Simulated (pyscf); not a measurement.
H₂B–NH–CH₃ + hydrogen (H₂) → H₂B–CH₃ + ammonia (NH₃), a multi-bond step (singlet surface; C–N, B–N, H–H broken, B–C, H–N, H–N formed). PySCF, gas phase, ωB97X-D3(BJ)/def2-SVP geometries. Energies in kJ/mol from the separated reactants.

AM1 to PM7: differences of heats of formation from MOPAC, which are fitted to 298 K values and so differ in kind from electronic energies by zero-point and thermal terms. 

Q: In single points PM3 puts the saddle at 361.2 kJ/mol and the reaction energy at +163.6 kJ/mol. Should these be trusted to within a few kcal/mol? Compare with ωB97M-D3(BJ)/def2-TZVP.

A: ωB97M-D3(BJ)/def2-TZVP gives ΔE‡ = 391.1 kJ/mol and ΔE = +51.5 kJ/mol. PM3 lies 29.9 kJ/mol under it in the barrier and 112.1 kJ/mol over it in the reaction energy, so on this step it does not hold to within 12.6 kJ/mol. ωB97M-D3(BJ)/def2-TZVP has limits of its own. On the product side the descent ends in an adduct with a B–N contact, 111.6 kJ/mol under the separated species and 461.1 kJ/mol under the saddle at ωB97X-D3(BJ)/def2-TZVP. What is counted as broken (B–N) persists as a longer contact in the product adduct; parting that adduct is a step of its own. At ωB97X-D3(BJ)/def2-TZVP the barrier from the zero used here is 401.8 kJ/mol. H₂B–NH–CH₃ lies 75.1 kJ/mol over its isomer H₃C–BH–NH₂ (electronic energy, ωB97M-D3(BJ)/def2-TZVP). This is the saddle that the search found; another between the same sides may lie lower.
